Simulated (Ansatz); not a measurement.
```yaml
atoms:
  - { symbol: Si, position_ang: [-0.0045, 0.0216, -0.0294] }
  - { symbol: H, position_ang: [0.8466, 0.8494, 0.8385] }
  - { symbol: H, position_ang: [-0.8412, -0.8469, 0.8994] }
  - { symbol: H, position_ang: [-0.8579, 0.8519, -0.8638] }
  - { symbol: H, position_ang: [0.8570, -0.8761, -0.8447] }
```

Basis set: cc-pVDZ (spherical functions). Frozen core: 5 orbitals. Charge 0, multiplicity 1.

Computed with Ansatz (development build ahead of 0.2.0); each method stands on the lowest determinant of its kind that the runs found. Restricted open shells among the atoms or ions are ROHF, correlated in semicanonical orbitals with singles.

The atomization energy at this shape (free ground-state atoms in the same class of orbitals less the molecule, no zero-point energy) of singlet SiH4:

```
method  atomization energy
   RHF     249.81 kcal/mol
```

Problem. What does RHF-MP2 give?

Solution. 292.58 kcal/mol.
